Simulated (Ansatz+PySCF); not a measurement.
## singlet C₆H₆: levels of theory in one basis

```tsv
atom	x (Å)	y (Å)	z (Å)
C	1.3949	0.0000	0.0000
C	0.6975	1.2081	0.0000
C	-0.6975	1.2081	0.0000
C	-1.3949	0.0000	0.0000
C	-0.6975	-1.2081	0.0000
C	0.6975	-1.2081	0.0000
H	2.4880	0.0000	0.0000
H	1.2440	2.1546	0.0000
H	-1.2440	2.1546	0.0000
H	-2.4880	0.0000	0.0000
H	-1.2440	-2.1546	0.0000
H	1.2440	-2.1546	0.0000
```

Basis set: def2-SVP (spherical functions). Correlated methods keep 6 orbitals frozen. Charge 0, multiplicity 1.

Computed with Ansatz (development build ahead of 0.2.0); each method stands on the lowest determinant of its kind that the runs found. NEVPT2 correlates all electrons. Active spaces start from the frontier orbitals, and the lowest solution found is given.

```
        method  E − E(RHF) (eV)  <S²> of the determinant
           RHF             0.00                     0.00
           UHF            -0.09                     0.45
       RHF-MP2           -21.25                        –
       UHF-MP2           -20.42                     0.45
   CASSCF(6,6)            -1.98                        –
   CASSCF(2,2)            -0.37                        –
SC-NEVPT2(6,6)           -21.83                        –
```

Problem. What does SC-NEVPT2(2,2) give on the same scale?

Solution. -21.69 eV. NEVPT2 here correlates all electrons, so it doesn't share the others' frozen core.

Problem. Is a single determinant a sound starting point here?

Solution. Only with care. Unrestricted orbitals gain 0.09 eV and <S²> is 0.45 against 0.00 for a pure state, so spin symmetry breaks but gains little energy; restricted orbitals can still serve. The CASSCF(6,6) natural occupations are 1.96, 1.90, 1.90, 0.10, 0.10, 0.04. The CASSCF(2,2) natural occupations are 1.96, 0.04.

Caution for UHF, UHF-MP2: the unrestricted determinant is spin contaminated; the determinant breaks the point group. Caution for UHF-MP2: another reference gives a lower total. Caution for CASSCF(6,6), SC-NEVPT2(6,6): other starts end on other solutions of this active space.
